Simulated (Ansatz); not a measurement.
Two isomers of C3H5FO: A = `OC1(F)CC1`, B = `FC1CCO1`.

Gas-phase electronic energies from Ansatz, PBE0-D4/def2-TZVP geometries. CCSD(T)/CBS adds triple-zeta CCSD(T) − MP2 to the extrapolated MP2 energy (def2 sets, frozen cores). Functionals use def2-TZVPP. B3LYP here is the variant with VWN-RPA as its local correlation; programs differ in this. Each species was taken in one conformer, which may not be the lowest.

A:

Z-matrix (Å, degrees):
```
C
F 1 1.368
C 1 1.470 2 117.0
O 1 1.361 2 112.0 3 142.2
C 1 1.481 2 116.1 3 -70.7
H 3 1.082 1 117.4 2 145.5
H 3 1.082 1 117.3 2 -0.0
H 4 0.963 1 108.6 2 72.6
H 5 1.083 1 117.8 2 -144.8
H 5 1.082 1 117.7 2 1.9
```

B:

```xyz
10

F     0.9833   -1.2833   -1.3278
C     0.0091   -0.3850   -0.9753
C     0.4774    0.6424    0.0466
C    -0.4925   -0.0799    0.9846
O    -0.9063   -0.9540   -0.0853
H    -0.4561   -0.0533   -1.9084
H     1.5350    0.5633    0.2903
H     0.2214    1.6738   -0.1892
H    -1.3305    0.5135    1.3559
H    -0.0408   -0.6375    1.8086
```

Problem. Which isomer does CCSD(T)/CBS put lower? Give the gap. (An estimate is asked.)

Solution. Ansatz gave: B, by 1.2 kJ/mol. So small a gap doesn't settle the order.

Problem. Give E(B) − E(A) in kJ/mol with B3LYP, PBE-D4, B2PLYP, r2SCAN-D4, B3LYP-D4, CCSD/def2-TZVPP, PBE0-D4. (Best estimate.)

Solution. Computed: B3LYP -0.2, PBE-D4 1.6, B2PLYP -0.5, r2SCAN-D4 6.1, B3LYP-D4 -0.5, CCSD/def2-TZVPP -2.8, PBE0-D4 3.3. The order is the other way round with PBE-D4, r2SCAN-D4, PBE0-D4.

Largest T1 diagnostic: 0.012.
